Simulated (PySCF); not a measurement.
**Al–GaH2, triplet: vertical spin and charge gaps**

Geometry (PBE0/def2-TZVP stationary point for this spin, not checked as a minimum):

```
atom   x (Å)    y (Å)    z (Å)
  Al  0.0000   0.0000   1.8190
  Ga  0.0000   0.0000  -0.6648
   H  0.0000   1.4073  -1.3528
   H  0.0000  -1.4073  -1.3528
```

Basis 6-31G (Cartesian d functions); PySCF 2.14.0. Correlated methods freeze the noble-gas cores and the filled d shells of p-block atoms. Prefix R: restricted or restricted open-shell reference. No spin–orbit coupling is included, and no scalar relativity.

Gaps are energies of the second state less the first, at fixed atoms, for a selection of the levels run; mean-field and cluster levels share one orbital occupation for each state, and full CI takes the lowest of the symmetries tried.

Removing an electron, to the doublet: 6.167 eV at RCCSDT.

```json
{"level": "RHF", "gap (eV)": "6.054", "error (meV)": "-113"}
{"level": "RMP2", "gap (eV)": "6.135", "error (meV)": "-32"}
{"level": "RCCSD", "gap (eV)": "6.138", "error (meV)": "-29"}
{"level": "RCCSD(T)", "gap (eV)": "6.157", "error (meV)": "-10"}
{"level": "PBE", "gap (eV)": "6.725", "error (meV)": "558"}
{"level": "r2SCAN", "gap (eV)": "6.819", "error (meV)": "652"}
{"level": "PBE0", "gap (eV)": "6.697", "error (meV)": "530"}
{"level": "B3LYP", "gap (eV)": "6.615", "error (meV)": "448"}
{"level": "wB97M-V", "gap (eV)": "6.366", "error (meV)": "199"}
{"level": "B2PLYP", "gap (eV)": "6.374", "error (meV)": "207"}
```

Quintet less triplet: 3.580 eV at RCCSDT.

| level | gap (eV) | error (meV) |
| --- | --- | --- |
| RHF | 2.983 | -597 |
| RMP2 | 3.364 | -216 |
| RCCSD | 3.556 | -24 |
| RCCSD(T) | 3.575 | -5 |
| PBE | 3.916 | 336 |
| r2SCAN | 3.592 | 12 |
| PBE0 | 3.886 | 306 |
| B3LYP | 4.187 | 607 |
| wB97M-V | 4.373 | 793 |
| B2PLYP | 4.045 | 465 |

In so small a basis the reference is far from its limit while semilocal and hybrid functionals are nearer theirs (RPA and double hybrids share part of the reference's basis error), so the functionals' errors here hold much of the reference's basis and frozen-core error, which can add to them or hide them. The set has no polarisation functions, which weighs most on the reference.

Full CI isn't at hand for all of this; RCCSDT serves as the reference. It lacks quadruple excitations.
